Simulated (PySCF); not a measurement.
# Single point on NaB⁺

State: ²Σ⁺ (doublet), unpaired electrons σ ↑.

An equivalent input (the run itself took its basis sets from the Basis Set Exchange, started from a PBE0 density and held the occupation σ 6α 5β, πx 1α 1β, πy 1α 1β):

```python
from pyscf import gto, scf, cc
mol = gto.M(atom='Na 0 0 0; B 0 0 2.905', basis={'Na': 'aug-pcseg-1', 'B': 'aug-pcseg-1'},
            charge=1, spin=1, verbose=4, symmetry='C2v')
mf = scf.UHF(mol)
mf.irrep_nelec = {'A1': (6, 5), 'B1': (1, 1), 'B2': (1, 1)}
mf.conv_tol = 1e-9
mf.max_cycle = 60
mf.diis_space = 10
mf.kernel()
mycc = cc.CCSD(mf, frozen=[[0, 1], [0, 1]])
mycc.run(conv_tol=1e-7, conv_tol_normt=1e-5, max_cycle=80, diis_space=8)
et = mycc.ccsd_t()
```

The SCF ended at -186.19017606 hartree. The coupled-cluster part of the log:

```
******** <class 'pyscf.cc.uccsd.UCCSD'> ********
CC2 = 0
CCSD nocc = (6, 5), nmo = (35, 35)
frozen orbitals [[0, 1], [0, 1]]
max_cycle = 80
direct = 0
conv_tol = 1e-07
conv_tol_normt = 1e-05
diis_space = 8
diis_start_cycle = 0
diis_start_energy_diff = 1e+09
Init t2, MP2 energy = -0.0367348097913996
Init E_corr(UCCSD) = -0.0367348097922047
cycle = 1  E_corr(UCCSD) = -0.047519659653392  dE = -0.0107848499  norm(t1,t2) = 0.0585678
cycle = 2  E_corr(UCCSD) = -0.051867113259796  dE = -0.00434745361  norm(t1,t2) = 0.0297919
cycle = 3  E_corr(UCCSD) = -0.0560881361745097  dE = -0.00422102291  norm(t1,t2) = 0.0167628
cycle = 4  E_corr(UCCSD) = -0.0561040224373731  dE = -1.58862629e-05  norm(t1,t2) = 0.00405759
cycle = 5  E_corr(UCCSD) = -0.0561853584154959  dE = -8.13359781e-05  norm(t1,t2) = 0.00152099
cycle = 6  E_corr(UCCSD) = -0.0561899409307545  dE = -4.58251526e-06  norm(t1,t2) = 0.000547436
cycle = 7  E_corr(UCCSD) = -0.0561804011185415  dE = 9.53981221e-06  norm(t1,t2) = 0.000177977
cycle = 8  E_corr(UCCSD) = -0.056185049014629  dE = -4.64789609e-06  norm(t1,t2) = 6.04769e-05
cycle = 9  E_corr(UCCSD) = -0.0561860881630817  dE = -1.03914845e-06  norm(t1,t2) = 2.49182e-05
cycle = 10  E_corr(UCCSD) = -0.0561850526772307  dE = 1.03548585e-06  norm(t1,t2) = 7.79472e-06
cycle = 11  E_corr(UCCSD) = -0.056185039390326  dE = 1.32869046e-08  norm(t1,t2) = 2.21616e-06
UCCSD converged
E(UCCSD) = -186.2463610976516  E_corr = -0.05618503939032604
UCCSD(T) correction = -0.000870228039149251
```

T1 diagnostic 0.010, D1 0.035, 11 electrons correlated.

Repeating this along the bond gives Re = 3.007 Å and ωe = 172 cm⁻¹.

A point of this curve took 1.6 CPU seconds beside 0.034 for the integrals, on Arm Neoverse V1 (shared host).

Correlated steps freeze 2 core orbitals. The state is the lowest determinant that a PBE0 search found; another state may lie lower at other levels.
